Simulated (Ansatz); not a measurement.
Frontier orbitals of H5PSi, SMILES `[SiH3]P`.

The species carries charge 0 and has multiplicity 1. Geometry: relaxed with PBE0-D4/def2-TZVP. Basis def2-TZVPP, the Gaussian-basis code of Ansatz.

Orbital energies of one run (eV). Highest occupied ones, from the top: -6.60, -7.99, -8.41, -8.91, -9.81, -12.97, -16.13, -94.16, -94.16, -94.19, -122.71, -122.80, -122.82, -136.63. Empty: -0.74, -0.56, -0.49, 0.02, 0.15, 1.16.

(1) Which functional gave them?
A. CAM-B3LYP
B. LDA (SPW92)
C. r2SCAN0
D. LC-ωPBE

## Answers

(1) B. HOMO energies: LDA (SPW92) -6.60, CAM-B3LYP -8.90, LC-ωPBE -10.25, r2SCAN0 -7.79 eV.

LC-ωPBE has ω = 0.4 bohr⁻¹.
